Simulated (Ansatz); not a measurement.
# CH₃BO (SMILES CB=O): functionals against CCSD(T) at one geometry

One table from this session's results is given with a row withheld; the runs are named, their logs left out.

The runs use Ansatz 0.2.0, Gaussian basis; single points in def2-TZVPP.

Cores are frozen in the correlated methods. B3LYP uses VWN-RPA correlation.

### The system as given

SMILES `CB=O`, 6 atoms, charge 0, spin multiplicity 1.

Atoms are counted from 1 here; the program's logs count them from 0.

Bond lengths: C1–B2 1.398 Å, C1–H4 1.076 Å, C1–H5 1.110 Å, C1–H6 1.199 Å, B2–O3 1.247 Å. Angles: B2–C1–H4 120.3°, B2–C1–H5 118.8°, B2–C1–H6 112.8°, H4–C1–H5 101.3°, H4–C1–H6 103.5°, H5–C1–H6 96.5°, C1–B2–O3 176.2°.

Coordinates:

```xyz
6
CH3BO
C    -0.2825    0.3105   -0.1320
B     0.6807   -0.5657    0.3759
O     1.5894   -1.2815    0.8413
H    -1.0862    0.6559    0.4941
H     0.0518    1.2593   -0.6005
H    -0.8460   -0.1262   -1.0956
```

The first run:

run/in.yaml

```yaml
crystal:
  periodic: [false, false, false]
  atoms:
    - {symbol: C, position_ang: [-0.282500, 0.310500, -0.132000]}
    - {symbol: B, position_ang: [0.680700, -0.565700, 0.375900]}
    - {symbol: O, position_ang: [1.589400, -1.281500, 0.841300]}
    - {symbol: H, position_ang: [-1.086200, 0.655900, 0.494100]}
    - {symbol: H, position_ang: [0.051800, 1.259300, -0.600500]}
    - {symbol: H, position_ang: [-0.846000, -0.126200, -1.095600]}
basis:
  gaussian: {orbitals: def2-TZVPP}
correlation: {method: ccsd_t}
output: {forces: true}
```

No record of the launch command was kept for these runs.

Among the steps run: CCSD(T)/def2-TZVPP; PBE0-D4/def2-TZVPP; wB97M-V/def2-TZVPP; r2SCAN-D4/def2-TZVPP; PBE-D4/def2-TZVPP; B97M-V/def2-TZVPP; B3LYP-D4/def2-TZVPP.

One of the session's tables, all rows but one given; the rest of the session is left out.

| method | RMS force component (eV/Å) | angle to CCSD(T) forces (°) | dipole (D) |
| --- | --- | --- | --- |
| CCSD(T) | 2.733 | reference | 4.01 |
| PBE0-D4 | 2.731 | 4.9 | 4.29 |
| wB97M-V | 2.787 | 4.2 | 4.29 |
| r2SCAN-D4 | 2.581 | 3.2 | 4.23 |
| PBE-D4 | 2.413 | 2.8 | 4.06 |
| B97M-V | ? | ? | ? |
| B3LYP-D4 | 2.685 | 4.3 | 4.24 |

**Question.** Estimate the row for B97M-V.

**Answer.** RMS force component (eV/Å): 2.677; angle to CCSD(T) forces (°): 4.9; dipole (D): 4.21. In the column «RMS force component (eV/Å)» it lies between r2SCAN-D4 (2.581) and B3LYP-D4 (2.685).
